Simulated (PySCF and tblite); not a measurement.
Values are calculated unless marked as measured or tabulated.
C₅H₈O, numbered as in [CH:1]#[C:2][CH2:3][CH2:4][O:5][CH3:6].

The ensemble was built from 90 distance-geometry starts (ETKDG and KDG, MMFF94s, GFN2-xTB) and rests on PBE0-D3(BJ)/def2-SVP geometries. Weights use PBE0-D3(BJ)/def2-TZVP energies plus GFN2-xTB zero-point and thermal terms (modes under about 100 cm⁻¹ blended into free rotors). Symmetry numbers and mirror images are counted. Conformers within 4 kcal/mol (GFN2-xTB free energy) were kept, 7 at most. GIAO shieldings: PBE0/pcSseg-1. Shifts are against TMS (¹H), TMS (¹³C) at the same level. Run with PySCF (density fitting) and tblite.

Torsions listed: C2–C3–C4–O5, C3–C4–O5–C6. Of a mirror pair one member is shown.

```
conformer         shape   symmetry  E(GFN2) kcal/mol  E(DFT) kcal/mol
        1  -179°, -179°         Cs              0.00             0.00
        2    -66°, 176°  C1 (pair)              1.05             0.97
        3   -178°, -78°  C1 (pair)              0.25             1.12
        4      54°, 66°  C1 (pair)              1.10             1.86
        5     78°, -78°  C1 (pair)              0.27             1.88
```

How much do the weights at 298.15 K and the averaged shift of C2 depend on how the conformers are weighted?


| weighting | 1 (%) | 2 (%) | 3 (%) | 4 (%) | 5 (%) | δ (ppm) | rms dipole (D) |
| --- | --- | --- | --- | --- | --- | --- | --- |
| DFT energy with thermal terms, symmetry and mirror images (full scheme) | 59 | 22 | 13 | 3 | 3 | 84.2 | 1.24 |
| DFT energy with symmetry and mirror images | 54 | 21 | 16 | 5 | 5 | 84.3 | 1.23 |
| bare DFT energy | 70 | 14 | 11 | 3 | 3 | 84.0 | 1.19 |
| GFN2-xTB energy with symmetry and mirror images | 24 | 8 | 31 | 7 | 30 | 85.3 | 1.08 |
| GFN2-xTB free energy | 32 | 10 | 30 | 6 | 21 | 84.9 | 1.12 |
| leading conformer alone | 100 | 0 | 0 | 0 | 0 | 83.5 | 1.12 |
| equal weights | 20 | 20 | 20 | 20 | 20 | 85.2 | 1.25 |
| full scheme, search stopped after three starts | 63 | 23 | 14 | 0 | 0 | 84.1 | 1.24 |

The largest departure from the full scheme, 1.1 ppm, comes with: GFN2-xTB energy with symmetry and mirror images.
